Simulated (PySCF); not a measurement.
Which level of theory gave which numbers?

Compound: C5H7F.
Atom-mapped SMILES: `[CH3:1][C@@:2]12[CH2:3][C@@H:4]1[C@H:5]2[F:6]` (hydrogens: H7, H8, H9 on C1; H10, H11 on C3; H12 on C4; H13 on C5)

The closed-shell ground state was solved 6 times with PySCF (density fitting, gas phase), always with PBE0, in these basis sets: 6-31+G*, 6-31G*, aug-cc-pVDZ, def2-SVP, def2-SVPD and def2-TZVP. Geometry: PBE0-D3(BJ)/def2-SVP; no solvent, vibrations or thermal averaging.

```
row  total energy (Eh)  HOMO (eV)  LUMO (eV)  dipole (D)
  P          -294.1870      -7.12       0.53        1.66
  Q          -293.9673      -7.11       2.18        1.46
  R          -294.2144      -7.11       0.03        1.61
  S          -294.1729      -6.90       3.02        1.38
  T          -293.9844      -7.20       0.88        1.64
  U          -294.2912      -7.12       1.52        1.54
```

**Question.** Which basis belongs to which row?

**Answer.** P = 6-31+G*, Q = def2-SVP, R = aug-cc-pVDZ, S = 6-31G*, T = def2-SVPD, U = def2-TZVP. From the lowest total energy up: def2-TZVP (228 functions) 0 eV; aug-cc-pVDZ (201 functions) +2.09 eV; 6-31+G* (122 functions) +2.83 eV; 6-31G* (98 functions) +3.22 eV; def2-SVPD (179 functions) +8.35 eV; def2-SVP (119 functions) +8.81 eV.
